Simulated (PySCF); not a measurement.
These are B3LYP-D3(BJ)/def2-TZVP // PBE-D3(BJ)/def2-SVP run with PySCF values and carry that method's errors. Isolated molecules, 0 K electronic values unless said otherwise. B3LYP has the VWN-RPA correlation part, as in Gaussian. 

Reference species (SMILES): `[OH]` (neutral, multiplicity 2).

```yaml
dipole_moment: 1.78 D
```

Changed species: `[NH2]` (free radical NH2; the reference has free radical OH).

Problem. Give the shifts of the dipole moment.

Solution. the dipole moment increases by 0.18 D, to 1.96 D.
